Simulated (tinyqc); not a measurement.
Worked calculation: Pariser-Parr-Pople SCF with singles CI, for the molecule C=CC=C(O)Cl (SMILES; centres numbered as the heavy atoms are written). One step of it, computed by the program tinyqc.

Task: Iteration 3: orbitals and new P. Diagonalise F (the basis is taken as orthonormal) and form P = 2 sum c c over the lowest orbitals; 0.5 of the old P is kept.

F (eV):
```
,1C,2C,3C,4C,5O,6Cl
1C,-5.164740,-3.829237,0.394247,0.440470,-0.229483,-0.114811
2C,-3.829237,-4.047055,-5.412731,-0.062254,0.274567,0.096383
3C,0.394247,-5.412731,-6.017698,-3.758973,0.160629,0.145615
4C,0.440470,-0.062254,-3.758973,-6.572474,-4.409591,-2.474578
5O,-0.229483,0.274567,0.160629,-4.409591,-13.341477,0.330682
6Cl,-0.114811,0.096383,0.145615,-2.474578,0.330682,-13.577805
```

pi electrons, sum of z_r less the charge = 8

P after iteration 2:
```
,1C,2C,3C,4C,5O,6Cl
1C,1.268638,0.380999,-0.150481,-0.240042,0.157126,0.069622
2C,0.380999,0.825040,0.800361,0.023770,-0.145238,-0.040748
3C,-0.150481,0.800361,1.236844,0.362528,-0.057585,-0.054664
4C,-0.240042,0.023770,0.362528,1.001963,0.498752,0.226033
5O,0.157126,-0.145238,-0.057585,0.498752,1.720310,-0.117808
6Cl,0.069622,-0.040748,-0.054664,0.226033,-0.117808,1.947206
```

Give: orbital energies; P after iteration 3.

Result:

orbital energies (eV): -16.2127  -13.8022  -11.8024  -7.0528  -2.2762  2.4250

P after iteration 3:
```
,1C,2C,3C,4C,5O,6Cl
1C,1.2801,0.5701,-0.1521,-0.3624,0.2023,0.1033
2C,0.5701,0.8627,0.7173,0.0331,-0.1167,-0.0421
3C,-0.1521,0.7173,1.2162,0.5204,-0.1474,-0.0973
4C,-0.3624,0.0331,0.5204,0.9371,0.4818,0.2460
5O,0.2023,-0.1167,-0.1474,0.4818,1.7621,-0.1148
6Cl,0.1033,-0.0421,-0.0973,0.2460,-0.1148,1.9417
```
